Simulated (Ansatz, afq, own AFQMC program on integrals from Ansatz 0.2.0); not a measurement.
## Where AFQMC and coupled cluster stand for CH₂B⁺, triplet

```csv
atom,x (Å),y (Å),z (Å)
B,0.0000,0.0000,0.8265
C,0.0000,0.0000,-0.5553
H,0.0000,-0.9252,-1.1237
H,0.0000,0.9252,-1.1237
```

Connectivity, by distances: B–CH2.

Basis cc-pVTZ. Only valence electrons are correlated. AFQMC by an in-house program on the Cholesky factors that Ansatz 0.2.0 writes for its CCSD(T) run. ph-AFQMC/CISD is guided by a CISD state made of CCSD amplitudes; releasing the constraint for a short imaginary time cuts its bias at the price of noise, slowly where states lie close. Uncertainties: one standard error, sampling alone.

Determinant: UHF, the one that the program's search chose, which needn't be the lowest solution. The geometry is a PBE0/def2-TZVP stationary point of this or a neighbouring charge and spin state.

No full CI on the walks' own integrals is used here; CCSDT(Q) serves as the reference and is uncertain by about the last step of the cluster series.

Cautions: lower spins were not checked; the released energies move by 1.5 errors or more from one time to the next, so no released level is given (meV from the phaseless value at times in 1/Eh: -7 ± 3 at 0.24, -10 ± 4 at 0.50, -8 ± 4 at 1.00, -16 ± 4 at 1.50), though the last usable value meets CCSDT(Q) within the noise.

The T1 diagnostic is 0.0149 and the weight of the determinant in the CISD state is 0.923. The ⟨S²⟩ of the determinant is 2.006 and the size of the correlated space is 8 electrons in 86 orbitals.

```
  level  correlation energy (eV)
    MP2                  -4.6977
   CCSD                  -5.3303
CCSD(T)                  -5.5133
```

(1) Estimate where phaseless AFQMC with a CISD trial lies against CCSD(T) on the same integrals.

(1) 19.0 ± 4.4 meV below CCSD(T).

Reference: CCSDT(Q), correlation energy -5.543 eV.

| level | E − E(reference) (meV) | share of correlation (%) |
| --- | --- | --- |
| CCSD(T) | 29.3 | 99.47 |
| CCSDT | 6.8 | 99.88 |
| ph-AFQMC/CISD | 10.3 ± 4.4 | 99.81 |

A walk keeps the symmetry of its determinant, which the program's search chose and which needn't be the lowest solution, so a lower state of the same spin and another symmetry isn't excluded.
